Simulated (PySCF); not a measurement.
Numbering as in the mapped SMILES `[CH3:1][CH:2]=[C:3]1[CH2:4][CH2:5][CH2:6]1`. Each H is labelled by its parent atom.

Geometry: PBE0-D3(BJ)/def2-SVP; GIAO shifts from PySCF, gas phase, non-relativistic, averaged over equivalent atoms.

At BP86/pcSseg-1 (152 basis functions, 16 s wall time on 1 thread of an x86-64 server CPU, shared host):
```
atoms  δ (ppm)
   C3    146.0
   C2    124.8
   C4     33.2
   C6     30.6
   C5     17.9
   C1     16.7
H(C2)     5.34
H(C4)     2.79
H(C6)     2.77
H(C5)     1.92
H(C1)     1.62
```

Scale: ¹³C (σ = 179.74 ppm) and ¹H (σ = 31.27 ppm) vs TMS (reference shieldings calculated alike).

Q: What do these become at KT3/pcSseg-1?

A: 
| atoms | δ at KT3/pcSseg-1 | change |
| --- | --- | --- |
| C3 | 137.4 | -8.6 |
| C2 | 117.0 | -7.8 |
| C4 | 34.1 | +0.9 |
| C6 | 31.6 | +1.0 |
| C5 | 20.0 | +2.1 |
| C1 | 16.5 | -0.2 |
| H(C2) | 5.21 | -0.13 |
| H(C4) | 2.85 | +0.06 |
| H(C6) | 2.84 | +0.07 |
| H(C5) | 1.94 | +0.02 |
| H(C1) | 1.61 | -0.01 |

Shifts are taken against calculated references (same method and geometry level): ¹³C (σref 182.31) and ¹H (σref 31.32) vs TMS.

The largest change is at C3 (fully substituted alkene carbon). Cost: 152 basis functions, 24 s wall time on 1 thread of an Arm Neoverse V1, shared host. The order of the carbon signals is the same at both levels.
